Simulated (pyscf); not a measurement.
Optimised with ωB97X-D3(BJ)/def2-SVP in PySCF. Correlated levels are frozen-core, on RHF or UHF. ΔMP2 is the change of the MP2 total energy from the triple- to the quadruple-zeta basis.

Task: Estimate by transition-state theory (the high-pressure limit) the rate constant of HB=O (SMILES B=O) + HF (SMILES F) → HO–BH–F (SMILES OBF) (singlet surface; F–H broken, B–F, H–O formed) at 298 K, with CCSD(T)/def2-TZVPP + ΔMP2(QZVPP) energies (ideal gas, 1 atm, RRHO with modes under 100 cm⁻¹ raised to 100, one conformer, R ln 2 for chiral ones without a mode under 150 cm⁻¹; no tunnelling).

Result: The electronic barrier is 13.1 kcal/mol and the thermal terms add +7.6, so ΔG‡ = 20.7 kcal/mol. With k_BT/h = 6.21e+12 s⁻¹ and RT = 0.592 kcal/mol, and a volume of 4.06e-20 cm³ per molecule at 1 atm, k = 1.6e-22 cm³ molecule⁻¹ s⁻¹. The product is born with the 60 kcal/mol of the reverse barrier and needs collisions to keep. Wigner's tunnelling factor for 1076i cm⁻¹ would be 2.12, likely too low at so high a frequency. A shift of 1 kcal/mol in the barrier changes k by a factor 5.4. On the reactant side the descent ends in a complex, 5.9 kcal/mol under the separated species and 15.2 kcal/mol under the saddle at ωB97X-D3(BJ)/def2-TZVP. At ωB97X-D3(BJ) the barrier from the zero used here is 9.4 kcal/mol. This is the saddle that the search found; another between the same sides may lie lower. The CCSD(T) − MP2 part came from Ansatz, without density fitting, on the same reference.
